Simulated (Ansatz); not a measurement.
This geometry of H4SSi (6 atoms, charge 0, multiplicity 1) is a first-order saddle point.

Method: Ansatz 0.2.0, RKS PBE-D4/def2-mTZVP.

```xyz
6
Properties=species:S:1:pos:R:3
Si -0.100 -0.214 -0.495
S 1.175 0.292 1.192
H -1.498 0.226 -0.192
H -0.083 -1.689 -0.735
H 0.380 0.470 -1.735
H 0.168 0.851 1.919
```

Q: Which two structures does it join? (They come from a converged band through this point; their orientation in space is the band's.)

A: No bond is made or broken. The dihedral H3–Si1–S2–H6 goes from -62 to 61°. The two ends are copies of one structure, up to a mirror image or an exchange of like atoms.

First end point:

```xyz
6
Properties=species:S:1:pos:R:3
Si -0.174 -0.265 -0.442
S 0.915 -0.016 1.409
H -1.649 -0.081 -0.260
H 0.111 -1.669 -0.856
H 0.292 0.683 -1.502
H 0.546 1.284 1.606
```

Last end point:

```xyz
6
Properties=species:S:1:pos:R:3
Si -0.150 -0.102 -0.511
S 1.023 0.777 1.079
H -1.604 0.227 -0.385
H -0.006 -1.591 -0.560
H 0.399 0.501 -1.760
H 0.380 0.125 2.091
```

Q: How far does it lie above each of them?

A: 4.4 kJ/mol above the first and 4.4 kJ/mol above the second. This is the barrier of this one path; another mechanism may lie lower.

Time of the run: 110 s on 1 thread of AMD EPYC (Zen 3), with other jobs on the host, peak memory 0.1 GiB.
